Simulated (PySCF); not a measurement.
3C-SiC: correlation energy from several methods in one and the same small orbital space (PySCF; 2 atoms at the zone centre, 8 electrons in 58 orbitals, empty ones MP2 natural orbitals of a TZ basis, lattice constant set to 4.22726 Å). Its volume lies 9 % below that of the crystal's usual cell. It tests the methods against each other and lies far from the crystal's limit.

CCSDT(Q) gives -2.9873 eV per atom.

**Question.** What share of it do MP2, CCSD, CCSD(T), CCSDT recover?

**Answer.** MP2 79.0 %; CCSD 96.5 %; CCSD(T) 99.3 %; CCSDT 99.8 %.

```csv
method,E_corr (eV per atom),share of CCSDT(Q) (%),difference (meV)
MP2,-2.3614,79.0,626
CCSD,-2.8821,96.5,105
CCSD(T),-2.9662,99.3,21
CCSDT,-2.9829,99.8,4
CCSDT(Q),-2.9873,100.0,0
```

MP2, (T) and (Q) use filled levels shifted down by the Madelung term, which in so small a cell is a large part of the gap, so these rows hang on it.

CCSDT(Q) is the highest level reached here, not an exact value.
